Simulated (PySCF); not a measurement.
Start geometry of `C1=CC=PC=C1` (phosphabenzene) from GFN2-xTB (Å):
```
atom  x, y, z in Å
C1    -0.0204    1.1177   -0.0551
C2    -1.2369    0.4294   -0.0254
C3    -1.3140   -0.9442    0.0344
P4     0.1065   -2.0058    0.0904
C5     1.3567   -0.8528    0.0290
C6     1.1938    0.5263   -0.0304
H7    -0.0703    2.2200   -0.1127
H8    -2.1446    0.9962   -0.0536
H9    -2.2715   -1.4066    0.0859
H10    2.3639   -1.2470    0.0711
H11    2.0748    1.1409   -0.0491
```

Q: What comes out of this run: PBE0-D3(BJ)/def2-SVP geometry optimisation, gas phase in PySCF?

A: 
```
atom  x, y, z in Å
C1    -0.1661    1.1584   -0.0391
C2    -1.3691    0.4526    0.0046
C3    -1.4368   -0.9357    0.0694
P4    -0.0702   -2.0087    0.1065
C5     1.2288   -0.8558    0.0429
C6     1.0781    0.5256   -0.0205
H7    -0.1988    2.2495   -0.0896
H8    -2.3037    1.0227   -0.0132
H9    -2.4280   -1.4015    0.1001
H10    2.2463   -1.2620    0.0532
H11    1.9764    1.1507   -0.0574
```

The energy falls by 0.125 eV over 6 energy and gradient evaluations, the largest force component goes from 0.0342 to 3.6e-04 Eh/bohr, and the atoms move by 0.026 Å rms after alignment. The bond that changes most is C1–C6 (both ends aromatic CH carbon), which lengthens by 0.045 Å. Bonds longer at the end by more than 0.005 Å: 7 of 11; shorter: 2. Rotational constants go from 5147, 3561, 2105 to 5110, 3496, 2076 MHz. The orientation of the end geometry is arbitrary; only internal coordinates are fixed.

The run used 113 basis functions and 41 SCF cycles in all. On one thread of an Arm Neoverse V2, on a shared host, this took 21 s and 0.47 GiB of memory at its peak.

Stationary, but not proved a minimum.
